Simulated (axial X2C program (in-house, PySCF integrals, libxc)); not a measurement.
**Density and ELF of CH⁺**

Calculated with an axial X2C code built on PySCF integrals. Spin-free means the one-electron spin-free X2C Hamiltonian. Basis: C dyall-v3z [7s6p2d1f], H dyall-v3z [6s2p1d] (cores contracted in-house); Gaussian nuclei, density fitting, unrestricted open shells. Masses: C 12.000 u, H 1.008 u.

PBE0, scalar-relativistic, state M_S = 0, Λ = 0 (closed shell); C at z = 0, H at z = 1.140 Å.

The maps cover the half plane through the axis: z from -2.4 to 3.0 Å along the bond, ρ from 0.15 to 2.25 Å away from it.

log10 of the density in e/bohr³:

```
 ρ\z  -2.4  -1.8  -1.2  -0.6   0.0   0.6   1.2   1.8   2.4   3.0
0.15  -4.1  -2.9  -1.7  -0.7   0.7  -0.5  -0.7  -1.9  -3.2  -4.4
0.45  -4.1  -3.0  -1.9  -0.9  -0.9  -0.9  -1.2  -2.1  -3.3  -4.5
0.75  -4.3  -3.2  -2.2  -1.4  -1.3  -1.4  -1.7  -2.5  -3.6  -4.7
1.05  -4.5  -3.5  -2.6  -1.9  -1.9  -2.1  -2.3  -3.0  -3.9  -4.9
1.35  -4.8  -3.8  -3.0  -2.5  -2.5  -2.7  -3.0  -3.5  -4.3  -5.2
1.65  -5.2  -4.3  -3.5  -3.1  -3.1  -3.4  -3.6  -4.0  -4.8  -5.6
1.95  -5.6  -4.7  -4.1  -3.7  -3.8  -4.1  -4.3  -4.6  -5.3  -6.0
2.25  -6.0  -5.2  -4.6  -4.4  -4.5  -4.8  -5.0  -5.3  -5.8  -6.5
```

Electron localisation function (collinear form, no current term, damped to 0 at low density):

```
 ρ\z  -2.4  -1.8  -1.2  -0.6   0.0   0.6   1.2   1.8   2.4   3.0
0.15  0.00  0.91  1.00  1.00  0.99  1.00  1.00  1.00  0.46  0.00
0.45  0.00  0.83  1.00  1.00  0.09  0.98  1.00  0.99  0.28  0.00
0.75  0.00  0.53  1.00  0.99  0.48  0.78  0.99  0.96  0.07  0.00
1.05  0.00  0.13  0.98  0.97  0.32  0.23  0.81  0.69  0.01  0.00
1.35  0.00  0.01  0.73  0.84  0.12  0.03  0.19  0.09  0.00  0.00
1.65  0.00  0.00  0.08  0.32  0.03  0.00  0.01  0.00  0.00  0.00
1.95  0.00  0.00  0.00  0.01  0.00  0.00  0.00  0.00  0.00  0.00
2.25  0.00  0.00  0.00  0.00  0.00  0.00  0.00  0.00  0.00  0.00
```

The state is a single determinant with fixed occupations, the lowest that a limited PBE0 search found.
